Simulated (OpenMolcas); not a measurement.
# Potential curves of Mg₂⁺: spin–orbit levels

Calculated with OpenMolcas 26.06: state-averaged CASSCF(3,8) over Mg 3s 3p, Mg 3s 3p, XMS-CASPT2 (IPEA 0.25, imaginary shift 0.2 hartree), scalar X2C, ANO-RCC-VTZP, then RASSI spin–orbit state interaction with atomic mean-field integrals. C2 symmetry about the axis (a holds Σ, Δ, Γ; b holds Π, Φ, H; Σ⁺ and Σ⁻ are not told apart); roots by multiplicity and irrep: 2a 5, 2b 8, 4b 4.

XMS-CASPT2 energies with spin–orbit state interaction in eV from the lowest point. Curves are followed by energy order within each symmetry, so they are adiabatic and may change character at avoided crossings and where g and u states cross.

```tsv
R (Å)	(1)Ω=1/2	(1)Ω=3/2	(3)Ω=1/2	(4)Ω=1/2	(5)Ω=1/2	(2)Ω=3/2	(1)Ω=5/2
2.621	0.256	2.184	2.410	3.814	3.816	3.818	3.819
2.774	0.091	2.226	2.221	3.600	3.601	3.603	3.604
2.911	0.020	2.315	2.311	3.484	3.485	3.487	3.488
3.048	0.000	2.446	2.442	3.407	3.408	3.410	3.411
3.200	0.020	2.601	2.596	3.366	3.368	3.369	3.371
3.353	0.068	2.764	2.760	3.359	3.360	3.362	3.363
3.566	0.164	2.989	2.985	3.377	3.379	3.380	3.382
3.841	0.309	3.240	3.236	3.434	3.435	3.437	3.438
```

(1) With masses 23.985 and 23.985 u, fit the curves (1)Ω=1/2 near their minima.

The 7 lowest clean curves are shown; the next is (6)Ω=1/2, from 3.47 eV. Left out for impure symmetry, kinks or missing points, though low: (2)Ω=1/2. g and u states are not told apart. Only roots inside an energy window near the equilibrium distance were included, so the list of states is not complete; labels number the states computed. Each spin and symmetry block has orbitals of its own, averaged over its own roots, so gaps between blocks are less sure than gaps within one and near the minimum can be off by tenths of an eV, in bad cases by more. No Rydberg orbitals are active, so Rydberg states, and σ→σ* states whose orbital the CASSCF left unused, can be missing between those listed. No roots were computed in block 4a (none fell in the window or the block failed), so states of that kind are missing and can lie low or lowest. Points that failed a check (symmetry, reference weights, a jump) are left out.

## Answers

(1) At XMS-CASPT2 with spin–orbit state interaction, Te from the lowest curve (the fit fixes ωe to a per cent or two; the method's Re and ωe can be off by some per cent):

```tsv
curve	Te (cm⁻¹)	Re (Å)	ωe (cm⁻¹)
(1)Ω=1/2	0	3.046	207.2
```
